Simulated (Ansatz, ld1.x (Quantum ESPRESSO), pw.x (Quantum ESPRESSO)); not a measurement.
**Equation-of-state test of one ultrasoft potential (germanium)**

```
Element                 : germanium (Ge)
Generator               : ld1.x (Quantum ESPRESSO) 7.5
Type                    : ultrasoft
Functional              : PBE
Relativity              : scalar-relativistic
Frozen core             : [Ar] 3d10
Valence charge          : 4
Reference configuration : 4s2 4p2
Partial waves           : 4s (bound): rcut 1.40, rcutus 1.95 bohr; 4s channel at 0.1 Ry: rcut 1.40, rcutus 1.95 bohr; 4p (bound): rcut 2.15, rcutus 2.35 bohr; 4p channel at 0.15 Ry: rcut 2.15, rcutus 2.35 bohr; 4d channel at 0.2 Ry: rcut 1.70, rcutus 2.30 bohr; 4d channel at 2.6 Ry: rcut 1.70, rcutus 2.30 bohr
Local potential         : all-electron potential smoothed inside 1.75 bohr (lloc = -1)
Core correction         : none
Augmentation charge     : PSQ, radius 1.60 bohr
```

Atomic tests: cutoffs needed: 8 Ry and 12 Ry (the cutoffs (Ry, on a coarse ladder) from which the occupation-weighted sum of valence levels, in a spherical-Bessel basis at the reference potential, stays within 10 and 1 mRy of its value at 400 Ry); ghost test: no extra level below or beside the all-electron valence levels (s, p, d, f tested) (spherical-Bessel basis up to 400 Ry, 20 bohr box); largest excitation error: +56 meV (all-electron minus pseudo) for 4s1 4p0, out of 7 test configurations.

Crystal test: diamond Ge in pw.x 7.5, no spin, 8³ k-points, Fermi–Dirac smearing 0.01 Ry, cutoffs 40/320 Ry. The reference is all-electron LAPW (Ansatz 0.2.0) with the same functional, mesh and smearing; V0 and B0 come from Birch–Murnaghan fits to the pressures at five volumes. Errors are pseudo minus all-electron; Δ is the rms difference of the E(V) curves that follow from these fits, minima aligned, over ±6 % about the mean V0. Mesh and smearing are coarse, so the numbers serve the comparison and aren't converged zero-temperature values; the lattice is a test structure that the element need not adopt.

All-electron: a0 = 5.765 Å (V0 = 23.95 Å³/atom), B0 = 57.6 GPa.

Problem. How far does the potential miss the all-electron equation of state?

Solution. mean pressure error (GPa): +0.84; a0 (Å): 5.793; a0 error (%): +0.48; B0 error (%): -2.3; Δ (meV/atom): 4.3.

```
V (Å³/atom)  P all-electron (GPa)  P pseudo (GPa)
     22.753                  3.34            4.31
     23.352                  1.55            2.46
     23.951                  0.00            0.84
     24.550                 -1.34           -0.56
     25.149                 -2.50           -1.78
```

Problem. At the middle volume, how do free energy and pressure move when the wave cutoff is lowered (ecutrho held at 320 Ry)?

Solution.

| cutoff (Ry) | shift of F (meV/atom) | shift of P (GPa) |
| --- | --- | --- |
| 18 | +4.9 | -0.04 |
| 24 | +1.1 | -0.01 |
| 32 | +0.5 | +0.01 |

Input at the middle volume:

```
&control
  calculation='scf', prefix='x', pseudo_dir='./', outdir='./tmp', tstress=.true., disk_io='none'
/
&system
  ibrav=0, nat=2, ntyp=1, ecutwfc=40, ecutrho=320, nbnd=11,
  occupations='smearing', smearing='fd', degauss=0.01
/
&electrons
  conv_thr=1e-09, mixing_beta=0.4, electron_maxstep=70
/
ATOMIC_SPECIES
Ge 1.0 Ge.UPF
CELL_PARAMETERS angstrom
  0.00000000 2.88253474 2.88253474
  2.88253474 0.00000000 2.88253474
  2.88253474 2.88253474 0.00000000
ATOMIC_POSITIONS crystal
Ge 0.0000 0.0000 0.0000
Ge 0.2500 0.2500 0.2500
K_POINTS automatic
8 8 8 0 0 0
```

```bash
pw.x < Ge.scf.in > Ge.scf.out
```

Lines of the output:

```
Message from routine setup:
     using ibrav=0 with symmetry is DISCOURAGED, use correct ibrav instead
     lattice parameter (alat)  =       7.7035  a.u.
     unit-cell volume          =     323.2587 (a.u.)^3
     number of electrons       =         8.00
     number of Kohn-Sham states=           11
     kinetic-energy cutoff     =      40.0000  Ry
     charge density cutoff     =     320.0000  Ry
     scf convergence threshold =      1.0E-09
     Exchange-correlation= PBE
     number of k points=    29  Fermi-Dirac smearing, width (Ry)=  0.0100
     iteration #  1     ecut=    40.00 Ry     beta= 0.40
     total energy              =     -15.75819649 Ry
     estimated scf accuracy    <       0.02868523 Ry
     iteration #  2     ecut=    40.00 Ry     beta= 0.40
     total energy              =     -15.75788777 Ry
     estimated scf accuracy    <       0.00866946 Ry
     iteration #  3     ecut=    40.00 Ry     beta= 0.40
     total energy              =     -15.75832589 Ry
     estimated scf accuracy    <       0.00012836 Ry
     iteration #  4     ecut=    40.00 Ry     beta= 0.40
     total energy              =     -15.75833941 Ry
     estimated scf accuracy    <       0.00000098 Ry
     iteration #  5     ecut=    40.00 Ry     beta= 0.40
     total energy              =     -15.75833999 Ry
     estimated scf accuracy    <       0.00000013 Ry
     iteration #  6     ecut=    40.00 Ry     beta= 0.40
     the Fermi energy is     5.2354 ev
!    total energy              =     -15.75834003 Ry
     estimated scf accuracy    <          5.2E-10 Ry
     smearing contrib. (-TS)   =      -0.00083579 Ry
     The total energy is F=E-TS. E is the sum of the following terms:
     one-electron contribution =       3.48162758 Ry
     hartree contribution      =       1.20541169 Ry
     xc contribution           =      -4.62196501 Ry
     ewald contribution        =     -15.82257851 Ry
     convergence has been achieved in   6 iterations
          total   stress  (Ry/bohr**3)                   (kbar)     P=        8.44
     Message from routine punch:
     Nothing written, as per user request (disk_io='none')
```

The 8 pw.x runs together took about 66 s on one core of a shared server CPU.
